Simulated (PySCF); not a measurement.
Start geometry of `Cn1cccn1` from MMFF94s (Å):
```
atom  x, y, z in Å
C1     1.8426    0.1573    0.1309
N2     0.4056    0.1230    0.0127
C3    -0.4057   -0.9667    0.1414
C4    -1.6880   -0.5093   -0.0532
C5    -1.5418    0.8693   -0.2924
N6    -0.2653    1.2591   -0.2529
H7     2.1053    0.8355    0.9467
H8     2.2580    0.5137   -0.8150
H9     2.2142   -0.8474    0.3466
H10   -0.0150   -1.9514    0.3551
H11   -2.6000   -1.0877   -0.0266
H12   -2.3099    1.6048   -0.4933
```

Question: What comes out of this run: PySCF 2.14.0, PBE0-D3(BJ)/def2-SVP geometry optimisation, gas phase?

Answer: 
```
atom  x, y, z in Å
C1     1.818    0.176    0.275
N2     0.391    0.117    0.098
C3    -0.359   -0.964   -0.226
C4    -1.664   -0.522   -0.332
C5    -1.579    0.859   -0.053
N6    -0.331    1.229    0.203
H7     2.050    0.749    1.183
H8     2.301    0.665   -0.584
H9     2.213   -0.843    0.379
H10    0.084   -1.950   -0.350
H11   -2.545   -1.112   -0.569
H12   -2.381    1.597   -0.024
```

The energy falls by 2.9 kJ/mol over 8 energy and gradient evaluations, the largest force component goes from 0.0230 to 3.6e-04 Eh/bohr, and the atoms move by 0.108 Å rms after alignment. The bond that changes most is N2–N6 (pyrrole-type nitrogen to pyridine-type nitrogen), which shortens by 0.016 Å. Bonds longer at the end by more than 0.005 Å: 6 of 12; shorter: 3. Among the angles that change most is N2–C1–H8, from 108.4° to 110.9°. Among the dihedrals that turn most is H9–C1–N2–C3, from 0° to -15°. Rotational constants go from 8915, 3767, 2694 to 9044, 3755, 2699 MHz. The orientation of the end geometry is arbitrary; only internal coordinates are fixed.

The run used 114 basis functions and 57 SCF cycles in all.

PBE0-D3(BJ)/def2-SVP frequencies: not computed here.
